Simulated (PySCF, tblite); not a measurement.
# SiNH4+: diradical character, part 3 of 3

tblite 0.8.0 and PySCF 2.14.0. Atoms count from 0.

### Step 16. Diradical character: BHandHLYP/def2-TZVP, geometry of multiplicity 1

Job settings and geometry (Å):

```
{"job": {"kind": "bs", "xc": "BHandHLYP", "basis": "def2-TZVP", "rks": true, "grid": 1}, "charge": 1, "high_spin_multiplicity": 3}
N      1.152821    -0.189249    -0.084259
Si    -0.614942     0.086943     0.057423
H      2.168196    -0.303088    -0.233214
H     -0.857645    -0.152948     1.506233
H     -1.139941    -0.943089    -0.885533
H     -0.702244     1.505312    -0.403799
```

With the program's defaults for keys left out, this is: BHandHLYP/def2-TZVP high-spin, broken-symmetry and restricted single points, gas phase.

What it wrote:

```text
high-spin state, multiplicity 3
final grid: 21424 points
cycle   1  E = -346.2400452688  dE = -9.501e-03  |g| = 3.078e-02  |ddm| = 1.232e-01
cycle   2  E = -346.2408000978  dE = -7.548e-04  |g| = 1.664e-02  |ddm| = 3.502e-02
cycle   3  E = -346.2410019477  dE = -2.018e-04  |g| = 6.668e-03  |ddm| = 1.296e-02
cycle   4  E = -346.2410676111  dE = -6.566e-05  |g| = 1.710e-03  |ddm| = 9.863e-03
cycle   5  E = -346.2410739906  dE = -6.379e-06  |g| = 8.268e-04  |ddm| = 3.386e-03
cycle   6  E = -346.2410750474  dE = -1.057e-06  |g| = 2.282e-04  |ddm| = 1.534e-03
cycle   7  E = -346.2410751586  dE = -1.112e-07  |g| = 6.028e-05  |ddm| = 6.257e-04
cycle   8  E = -346.2410751647  dE = -6.139e-09  |g| = 1.405e-05  |ddm| = 1.434e-04
converged SCF energy = -346.2410751647

broken-symmetry state, M_S = 0, start: spins of the second site flipped
final grid: 21424 points
cycle   1  E = -346.2192313542  dE = -5.816e-03  |g| = 1.988e-02  |ddm| = 4.861e-02
cycle   2  E = -346.2194642719  dE = -2.329e-04  |g| = 6.317e-03  |ddm| = 1.315e-02
cycle   3  E = -346.2194915913  dE = -2.732e-05  |g| = 4.229e-03  |ddm| = 7.311e-03
cycle   4  E = -346.2195040204  dE = -1.243e-05  |g| = 1.124e-03  |ddm| = 3.364e-03
cycle   5  E = -346.2195070020  dE = -2.982e-06  |g| = 2.500e-04  |ddm| = 3.203e-03
cycle   6  E = -346.2195071245  dE = -1.225e-07  |g| = 7.853e-05  |ddm| = 5.739e-04
cycle   7  E = -346.2195071374  dE = -1.292e-08  |g| = 3.030e-05  |ddm| = 1.505e-04
cycle   8  E = -346.2195071397  dE = -2.285e-09  |g| = 1.254e-05  |ddm| = 5.834e-05
converged SCF energy = -346.2195071397

<S^2> high spin = 2.0158, broken symmetry = 1.0082
E(HS) - E(BS) = -4733.63 cm-1
J_noodleman = 4733.63 cm-1
J_unprojected = 2366.82 cm-1
J_yamaguchi = 4698.13 cm-1

restricted closed-shell singlet
final grid: 21424 points
cycle   1  E = -346.1632236555  dE = -5.886e-03  |g| = 2.557e-02  |ddm| = 1.225e-01
cycle   2  E = -346.1636753201  dE = -4.517e-04  |g| = 1.835e-02  |ddm| = 3.674e-02
cycle   3  E = -346.1637668581  dE = -9.154e-05  |g| = 5.461e-03  |ddm| = 1.378e-02
cycle   4  E = -346.1637953590  dE = -2.850e-05  |g| = 2.265e-03  |ddm| = 9.605e-03
cycle   5  E = -346.1637974789  dE = -2.120e-06  |g| = 4.026e-04  |ddm| = 2.471e-03
cycle   6  E = -346.1637978257  dE = -3.468e-07  |g| = 2.767e-04  |ddm| = 9.629e-04
cycle   7  E = -346.1637980897  dE = -2.640e-07  |g| = 2.690e-04  |ddm| = 7.606e-04
cycle   8  E = -346.1637984786  dE = -3.889e-07  |g| = 2.661e-04  |ddm| = 1.130e-03
cycle   9  E = -346.1638004185  dE = -1.940e-06  |g| = 2.562e-04  |ddm| = 5.774e-03
cycle  10  E = -346.1638081673  dE = -7.749e-06  |g| = 2.371e-04  |ddm| = 2.584e-02
cycle  11  E = -346.1638120590  dE = -3.892e-06  |g| = 2.256e-04  |ddm| = 1.538e-02
cycle  12  E = -346.1638208863  dE = -8.827e-06  |g| = 3.347e-04  |ddm| = 5.013e-02
cycle  13  E = -346.1638209214  dE = -3.510e-08  |g| = 3.915e-04  |ddm| = 4.778e-04
cycle  14  E = -346.1638234654  dE = -2.544e-06  |g| = 3.390e-04  |ddm| = 3.226e-02
cycle  15  E = -346.1638237484  dE = -2.829e-07  |g| = 9.659e-05  |ddm| = 7.640e-03
cycle  16  E = -346.1638238187  dE = -7.036e-08  |g| = 2.478e-04  |ddm| = 8.383e-03
cycle  17  E = -346.1638238456  dE = -2.688e-08  |g| = 5.770e-05  |ddm| = 3.137e-04
cycle  18  E = -346.1638238476  dE = -2.020e-09  |g| = 2.061e-05  |ddm| = 6.930e-04
converged SCF energy = -346.1638238476
```

Wall time 2.9 s (1 thread of Arm Neoverse V2, shared host); peak memory 0.34 GiB.

From this job:

| quantity | value |
| --- | --- |
| J (Yamaguchi) | 4698 cm⁻¹ |
| low less high spin, projected | 27.1 kcal/mol |
| closed shell less high spin (no spin gap: the broken-symmetry state lies far lower) | 48.5 kcal/mol |

### Step 17. Diradical character: LC-wPBE/def2-TZVP, geometry of multiplicity 1

Job settings and geometry (Å):

```
{"job": {"kind": "bs", "xc": "LC-wPBE", "basis": "def2-TZVP", "rks": true, "grid": 1}, "charge": 1, "high_spin_multiplicity": 3}
N      1.152821    -0.189249    -0.084259
Si    -0.614942     0.086943     0.057423
H      2.168196    -0.303088    -0.233214
H     -0.857645    -0.152948     1.506233
H     -1.139941    -0.943089    -0.885533
H     -0.702244     1.505312    -0.403799
```

Method: LC-wPBE/def2-TZVP high-spin, broken-symmetry and restricted single points, gas phase.

What it wrote:

```text
high-spin state, multiplicity 3
final grid: 21424 points
cycle   1  E = -346.1300996989  dE = -1.706e-02  |g| = 3.540e-02  |ddm| = 1.535e-01
cycle   2  E = -346.1314458666  dE = -1.346e-03  |g| = 1.376e-02  |ddm| = 3.409e-02
cycle   3  E = -346.1318065705  dE = -3.607e-04  |g| = 8.728e-03  |ddm| = 1.638e-02
cycle   4  E = -346.1319452804  dE = -1.387e-04  |g| = 3.112e-03  |ddm| = 1.151e-02
cycle   5  E = -346.1319846331  dE = -3.935e-05  |g| = 1.315e-03  |ddm| = 7.897e-03
cycle   6  E = -346.1319896936  dE = -5.061e-06  |g| = 4.418e-04  |ddm| = 3.335e-03
cycle   7  E = -346.1319902528  dE = -5.591e-07  |g| = 1.061e-04  |ddm| = 1.358e-03
cycle   8  E = -346.1319902768  dE = -2.405e-08  |g| = 3.142e-05  |ddm| = 3.026e-04
cycle   9  E = -346.1319902781  dE = -1.335e-09  |g| = 1.097e-05  |ddm| = 5.837e-05
converged SCF energy = -346.1319902781

broken-symmetry state, M_S = 0, start: spins of the second site flipped
final grid: 21424 points
cycle   1  E = -346.1099934987  dE = -4.678e-03  |g| = 2.113e-02  |ddm| = 3.879e-02
cycle   2  E = -346.1103045348  dE = -3.110e-04  |g| = 6.090e-03  |ddm| = 1.330e-02
cycle   3  E = -346.1103625163  dE = -5.798e-05  |g| = 2.457e-03  |ddm| = 8.681e-03
cycle   4  E = -346.1103734242  dE = -1.091e-05  |g| = 1.623e-03  |ddm| = 3.414e-03
cycle   5  E = -346.1103803981  dE = -6.974e-06  |g| = 2.995e-04  |ddm| = 4.683e-03
cycle   6  E = -346.1103806654  dE = -2.673e-07  |g| = 1.287e-04  |ddm| = 8.012e-04
cycle   7  E = -346.1103807001  dE = -3.466e-08  |g| = 4.797e-05  |ddm| = 2.408e-04
cycle   8  E = -346.1103807081  dE = -8.055e-09  |g| = 1.805e-05  |ddm| = 1.131e-04
converged SCF energy = -346.1103807081

<S^2> high spin = 2.0126, broken symmetry = 1.0069
E(HS) - E(BS) = -4742.75 cm-1
J_noodleman = 4742.75 cm-1
J_unprojected = 2371.38 cm-1
J_yamaguchi = 4715.86 cm-1

restricted closed-shell singlet
final grid: 21424 points
cycle   1  E = -346.0514791531  dE = -6.554e-03  |g| = 3.040e-02  |ddm| = 1.069e-01
cycle   2  E = -346.0525733656  dE = -1.094e-03  |g| = 2.050e-02  |ddm| = 4.362e-02
cycle   3  E = -346.0528398253  dE = -2.665e-04  |g| = 9.454e-03  |ddm| = 2.039e-02
cycle   4  E = -346.0529939203  dE = -1.541e-04  |g| = 3.162e-03  |ddm| = 2.359e-02
cycle   5  E = -346.0530014297  dE = -7.509e-06  |g| = 6.504e-04  |ddm| = 5.589e-03
cycle   6  E = -346.0530017952  dE = -3.654e-07  |g| = 2.875e-04  |ddm| = 1.079e-03
cycle   7  E = -346.0530020360  dE = -2.409e-07  |g| = 2.591e-04  |ddm| = 6.780e-04
cycle   8  E = -346.0530022685  dE = -2.325e-07  |g| = 2.526e-04  |ddm| = 6.672e-04
cycle   9  E = -346.0530027963  dE = -5.278e-07  |g| = 2.486e-04  |ddm| = 1.532e-03
cycle  10  E = -346.0530037474  dE = -9.511e-07  |g| = 2.442e-04  |ddm| = 2.642e-03
cycle  11  E = -346.0530068073  dE = -3.060e-06  |g| = 2.298e-04  |ddm| = 9.595e-03
cycle  12  E = -346.0530168228  dE = -1.002e-05  |g| = 2.641e-04  |ddm| = 3.605e-02
cycle  13  E = -346.0530166633  dE =  1.595e-07  |g| = 2.761e-04  |ddm| = 6.830e-04
cycle  14  E = -346.0530256911  dE = -9.028e-06  |g| = 9.972e-04  |ddm| = 5.945e-02
cycle  15  E = -346.0530257593  dE = -6.828e-08  |g| = 1.050e-03  |ddm| = 1.143e-03
cycle  16  E = -346.0530267997  dE = -1.040e-06  |g| = 8.172e-04  |ddm| = 1.246e-02
cycle  17  E = -346.0530278647  dE = -1.065e-06  |g| = 4.177e-04  |ddm| = 1.698e-02
cycle  18  E = -346.0530279638  dE = -9.914e-08  |g| = 1.515e-04  |ddm| = 3.338e-03
cycle  19  E = -346.0530280354  dE = -7.162e-08  |g| = 7.810e-05  |ddm| = 4.180e-03
cycle  20  E = -346.0530280376  dE = -2.148e-09  |g| = 1.813e-06  |ddm| = 3.807e-04
converged SCF energy = -346.0530280376
```

Wall time 6.3 s (1 thread of Arm Neoverse V2, shared host); peak memory 0.34 GiB.

From this job:

| quantity | value |
| --- | --- |
| J (Yamaguchi) | 4716 cm⁻¹ |
| low less high spin, projected | 27.1 kcal/mol |
| closed shell less high spin (no spin gap: the broken-symmetry state lies far lower) | 49.5 kcal/mol |

### Step 18. Diradical character: BHandHLYP/def2-TZVP, grid 0, other SCF options, geometry of multiplicity 1

Job settings and geometry (Å):

```
{"job": {"kind": "bs", "xc": "BHandHLYP", "basis": "def2-TZVP", "rks": true, "grid": 0, "scf": {"conv": 1e-06, "max_cycle": 98}}, "charge": 1, "high_spin_multiplicity": 3}
N      1.152821    -0.189249    -0.084259
Si    -0.614942     0.086943     0.057423
H      2.168196    -0.303088    -0.233214
H     -0.857645    -0.152948     1.506233
H     -1.139941    -0.943089    -0.885533
H     -0.702244     1.505312    -0.403799
```

Level: BHandHLYP/def2-TZVP high-spin, broken-symmetry and restricted single points, gas phase.

What it wrote:

```text
high-spin state, multiplicity 3
final grid: 5168 points
cycle   1  E = -346.1829671698  dE =  9.131e-02  |g| = 2.731e-01  |ddm| = 1.175e+00
cycle   2  E = -346.2207733550  dE = -3.781e-02  |g| = 2.033e-01  |ddm| = 3.625e-01
cycle   3  E = -346.2416578625  dE = -2.088e-02  |g| = 5.387e-02  |ddm| = 1.351e-01
cycle   4  E = -346.2439642361  dE = -2.306e-03  |g| = 1.625e-02  |ddm| = 5.614e-02
cycle   5  E = -346.2443150214  dE = -3.508e-04  |g| = 5.732e-03  |ddm| = 2.109e-02
cycle   6  E = -346.2443631061  dE = -4.808e-05  |g| = 1.925e-03  |ddm| = 7.687e-03
cycle   7  E = -346.2443710007  dE = -7.895e-06  |g| = 5.852e-04  |ddm| = 3.825e-03
cycle   8  E = -346.2443718672  dE = -8.665e-07  |g| = 1.529e-04  |ddm| = 1.555e-03
converged SCF energy = -346.2443718672

broken-symmetry state, M_S = 0, start: spins of the second site flipped
final grid: 5168 points
cycle   1  E = -346.2224152139  dE = -5.845e-03  |g| = 1.985e-02  |ddm| = 4.870e-02
cycle   2  E = -346.2226482019  dE = -2.330e-04  |g| = 6.126e-03  |ddm| = 1.304e-02
cycle   3  E = -346.2226751962  dE = -2.699e-05  |g| = 4.091e-03  |ddm| = 7.240e-03
cycle   4  E = -346.2226868356  dE = -1.164e-05  |g| = 1.122e-03  |ddm| = 3.248e-03
cycle   5  E = -346.2226897909  dE = -2.955e-06  |g| = 2.461e-04  |ddm| = 3.196e-03
cycle   6  E = -346.2226899089  dE = -1.180e-07  |g| = 7.833e-05  |ddm| = 5.608e-04
converged SCF energy = -346.2226899089

<S^2> high spin = 2.0160, broken symmetry = 1.0083
E(HS) - E(BS) = -4758.64 cm-1
J_noodleman = 4758.64 cm-1
J_unprojected = 2379.32 cm-1
J_yamaguchi = 4722.03 cm-1

restricted closed-shell singlet
final grid: 5168 points
cycle   1  E = -346.1663148938  dE = -5.883e-03  |g| = 2.532e-02  |ddm| = 1.227e-01
cycle   2  E = -346.1667667783  dE = -4.519e-04  |g| = 1.777e-02  |ddm| = 3.653e-02
cycle   3  E = -346.1668541430  dE = -8.736e-05  |g| = 5.535e-03  |ddm| = 1.364e-02
cycle   4  E = -346.1668823270  dE = -2.818e-05  |g| = 2.242e-03  |ddm| = 9.497e-03
cycle   5  E = -346.1668843702  dE = -2.043e-06  |g| = 3.861e-04  |ddm| = 2.429e-03
cycle   6  E = -346.1668846722  dE = -3.020e-07  |g| = 2.568e-04  |ddm| = 9.030e-04
converged SCF energy = -346.1668846722
```

Wall time 1.2 s (1 thread of Arm Neoverse V2, shared host); peak memory 0.34 GiB.

In short:

| quantity | value |
| --- | --- |
| J (Yamaguchi) | 4722 cm⁻¹ |
| low less high spin, projected | 27.2 kcal/mol |
| closed shell less high spin (no spin gap: the broken-symmetry state lies far lower) | 48.6 kcal/mol |

### Step 19. Diradical character: CASSCF and SC-NEVPT2/def2-TZVP (2,2), geometry of multiplicity 1

Job settings and geometry (Å):

```
{"job": {"kind": "cas", "basis": "def2-TZVP", "active": "natural", "max": 6, "thr": 0.006, "orbitals": "high", "xc": "LDA"}, "charge": 1, "high_spin_multiplicity": 3}
N      1.152821    -0.189249    -0.084259
Si    -0.614942     0.086943     0.057423
H      2.168196    -0.303088    -0.233214
H     -0.857645    -0.152948     1.506233
H     -1.139941    -0.943089    -0.885533
H     -0.702244     1.505312    -0.403799
```

Method: CASSCF and SC-NEVPT2/def2-TZVP spin states, gas phase.

What it wrote:

```text
start orbitals: natural orbitals of the high-spin LDA determinant (converged)
active space: 2 electrons in 2 orbitals, 11 closed; orbitals optimised for multiplicities 3
macro   0  E = -345.3237873088  dE =  0.000e+00  |g| = 1.438e+00
macro   1  E = -345.3802291415  dE = -5.644e-02  |g| = 2.467e-01
macro   2  E = -345.3943270784  dE = -1.410e-02  |g| = 3.436e-01
macro   3  E = -345.3964659294  dE = -2.139e-03  |g| = 8.647e-02
macro   4  E = -345.3966913529  dE = -2.254e-04  |g| = 6.431e-03
macro   5  E = -345.3966949387  dE = -3.586e-06  |g| = 2.164e-03
macro   6  E = -345.3966952344  dE = -2.957e-07  |g| = 5.682e-04
macro   7  E = -345.3966953189  dE = -8.445e-08  |g| = 4.694e-04
macro   8  E = -345.3966953520  dE = -3.312e-08  |g| = 2.946e-04
CASSCF converged, mean energy = -345.3966953520
2S+1 = 3  root 0  E(CAS) = -345.39669535  E(NEVPT2) = -345.64491702  occupations 1.000 1.000
2S+1 = 1  root 0  E(CAS) = -345.32818803  E(NEVPT2) = -345.58218171  occupations 1.023 0.977
2S+1 = 1  root 1  E(CAS) = -345.32806672  E(NEVPT2) = -345.58206625  occupations 1.007 0.993
2S+1 = 1  root 2  E(CAS) = -345.25954028  E(NEVPT2) = -345.52085623  occupations 1.024 0.976
D(spin-spin) = 1.7020 cm-1, E/D = 0.000
D(spin-orbit) = 0.1985 cm-1, D(total) = 1.9005 cm-1, E/D = 0.000
```

It took 2.6 s on 1 thread of Arm Neoverse V2, shared host; peak memory 0.34 GiB.

J and the spin gap of this run are not to be taken as properties: the orbitals were optimised for multiplicity 3 alone, so the other state lies too high.

### Step 20. Diradical character (SiNH4+ (quartet)): CASSCF and SC-NEVPT2/def2-TZVP, geometry of multiplicity 1

Job settings and geometry (Å):

```
{"job": {"kind": "cas", "basis": "def2-TZVP", "active": "natural", "max": 6, "thr": 0.006, "orbitals": "high"}, "charge": 1, "high_spin_multiplicity": 4}
N      1.152821    -0.189249    -0.084259
Si    -0.614942     0.086943     0.057423
H      2.168196    -0.303088    -0.233214
H     -0.857645    -0.152948     1.506233
H     -1.139941    -0.943089    -0.885533
H     -0.702244     1.505312    -0.403799
```

With the program's defaults for keys left out, this is: CASSCF and SC-NEVPT2/def2-TZVP spin states, gas phase.

What it wrote:

```text
RuntimeError: Electron number 24 and spin 3 are not consistent
Note mol.spin = 2S = Nalpha - Nbeta, not 2S+1
```

Hardware: 1 thread of Arm Neoverse V2, shared host.

Diagnosis: Charge and multiplicity don't fit the number of electrons: an even count needs an odd multiplicity, and the reverse. Cure: mend the charge or the multiplicity.

### Step 21. The levels compared

J for H = −2J S1·S2; the gap is low spin less high spin (projected; unprojected where the broken-symmetry state collapsed; or NEVPT2):

| step | level | geometry | J (cm⁻¹) | gap (kcal/mol) | time |
| --- | --- | --- | --- | --- | --- |
| 5 | CASSCF and SC-NEVPT2/def2-TZVP (2,2) | geometry of multiplicity 3 | 6788 | 38.8 | 1.3 s |
| 7 | HF/def2-TZVP | geometry of multiplicity 3 | 7467 | 43.2 | 0.6 s |
| 8 | BHandHLYP/def2-TZVP | geometry of multiplicity 3 | 4743 | 27.3 | 6.5 s |
| 9 | LC-wPBE/def2-TZVP | geometry of multiplicity 3 | 4790 | 27.5 | 10 s |
| 10 | BHandHLYP/def2-TZVP, grid 0, other SCF options | geometry of multiplicity 3 | 4766 | 27.5 | 1.3 s |
| 13 | CASSCF and SC-NEVPT2/def2-TZVP (2,2) | geometry of multiplicity 1 | 6734 | 38.5 | 1.3 s |
| 15 | HF/def2-TZVP | geometry of multiplicity 1 | 7433 | 43.1 | 0.8 s |
| 16 | BHandHLYP/def2-TZVP | geometry of multiplicity 1 | 4698 | 27.1 | 2.9 s |
| 17 | LC-wPBE/def2-TZVP | geometry of multiplicity 1 | 4716 | 27.1 | 6.3 s |
| 18 | BHandHLYP/def2-TZVP, grid 0, other SCF options | geometry of multiplicity 1 | 4722 | 27.2 | 1.2 s |

CASSCF times leave out a start SCF that an earlier step had already made.

### Step 22. Summary of results

The summary covers parts 1 to 3.

| quantity | value |
| --- | --- |
| J (CASSCF) (step 5, CASSCF and SC-NEVPT2/def2-TZVP (2,2), geometry of multiplicity 3) | 7119 cm⁻¹ |
| J (NEVPT2) (step 5, CASSCF and SC-NEVPT2/def2-TZVP (2,2), geometry of multiplicity 3) | 6788 cm⁻¹ |
| low less high spin (NEVPT2) (step 5, CASSCF and SC-NEVPT2/def2-TZVP (2,2), geometry of multiplicity 3) | 38.8 kcal/mol |
| diradical index y0 (step 5, CASSCF and SC-NEVPT2/def2-TZVP (2,2), geometry of multiplicity 3) | 1.00 |
| J (geometry of multiplicity 3) | 4743 (BHandHLYP/def2-TZVP) to 7467 cm⁻¹ (HF/def2-TZVP) |
| J (geometry of multiplicity 1) | 4698 (BHandHLYP/def2-TZVP) to 7433 cm⁻¹ (HF/def2-TZVP) |
| relaxed multiplicity 1 less 3 (PBE0-D3(BJ)/def2-SVP, unprojected, ⟨S²⟩ 1.01 and 2.01) | 13.9 kcal/mol |
| runs | 2 failed, 0 ended on unsound input |

Step 6 is set aside for J and the spin gap: the orbitals were optimised for multiplicity 3 alone, so the other state lies too high. The spin gap (geometry of multiplicity 3) runs from 27.3 to 43.2 kcal/mol over the levels; with a spread this wide they need not describe the same pair of states. The levels (geometry of multiplicity 3) with a meaningful J put the high-spin state lower (ferromagnetic coupling), from 4743 to 7467 cm⁻¹. The spin gap (geometry of multiplicity 1) runs from 27.1 to 43.1 kcal/mol over the levels; with a spread this wide they need not describe the same pair of states. The levels (geometry of multiplicity 1) with a meaningful J put the high-spin state lower (ferromagnetic coupling), from 4698 to 7433 cm⁻¹.
